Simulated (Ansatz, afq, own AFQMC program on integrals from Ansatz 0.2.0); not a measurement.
**AlH3 + Br, doublet in cc-pVTZ along one coordinate**

```xyz
5

Al   -2.6048    0.0000    0.0000
H    -3.3978    1.3734    0.0000
H    -3.3978   -1.3734    0.0000
H    -1.0190    0.0000    0.0000
Br    0.9782    0.0000    0.0000
```

A hydrogen atom is moved from one rigid fragment to the other; the Al1–H4 distance tells how far. The two fragments are held close together, so this isn't a minimum-energy path and the start is a compressed complex. Energies in eV count from this geometry (1.586 Å) at the same level; the start stands on UHF, each point on the determinant named.

Basis cc-pVTZ. Noble-gas cores (and the filled d shells of Ga–Kr and In–Xe) are frozen. Ansatz 0.2.0 and our own AFQMC program on the same integrals; the CISD trial comes from CCSD amplitudes, and released means the phaseless constraint is let go. Uncertainties: one standard error, sampling alone. No spin–orbit coupling.

Cautions, each for one point or more: inner d shell frozen; no relativity below Rb; no spin-orbit coupling.

| r(Al1–H4) / Å | det. | T1 | weight | ⟨S²⟩ | CCSD(T) | ph-AFQMC/CISD | released AFQMC | wB97M-V | HF |
| --- | --- | --- | --- | --- | --- | --- | --- | --- | --- |
| 1.719 | UHF | 0.015 | 0.86 | 0.77 | -0.027 | -0.039 ± 0.007 | – | -0.013 | 0.075 |
| 1.786 | UHF | 0.015 | 0.86 | 0.78 | -0.016 | -0.039 ± 0.007 | -0.015 ± 0.011 | 0.008 | 0.132 |
| 1.853 | UHF | 0.015 | 0.86 | 0.78 | -0.006 | -0.019 ± 0.007 | -0.013 ± 0.011 | 0.030 | 0.178 |
| 1.920 | UHF | 0.014 | 0.86 | 0.78 | -0.004 | -0.020 ± 0.007 | -0.014 ± 0.012 | 0.045 | 0.203 |
| 2.053 | UHF | 0.013 | 0.87 | 0.77 | -0.011 | -0.025 ± 0.007 | 0.005 ± 0.012 | 0.058 | 0.193 |

Weight is that of the determinant in the CISD state; at the start T1 is 0.014 and the weight 0.87, and ⟨S²⟩ is 0.77. A dash marks a missing value, a released energy that hasn't settled or a functional that sits on another state. Largest departures from phaseless AFQMC with a CISD trial: CCSD(T) 0.023 eV at 1.786 (on UHF), released AFQMC 0.030 eV at 2.053 (on UHF), wB97M-V 0.083 eV at 2.053, HF 0.223 eV at 1.920 (on UHF). The walk's constraint bias lies outside its error bars, so these are departures and not errors. Functionals count only at points shown to share the start's state and spin.

Some points may be missing: those where a free walk finds a much lower state, and past Zn most of those on another determinant than at the start.

A walk keeps the symmetry of its determinant, which the program's search chose and which needn't be the lowest solution, so a lower state of the same spin and another symmetry isn't excluded. Released energies are given only where the last usable release times agree within the noise; a slower fall can still hide under it.
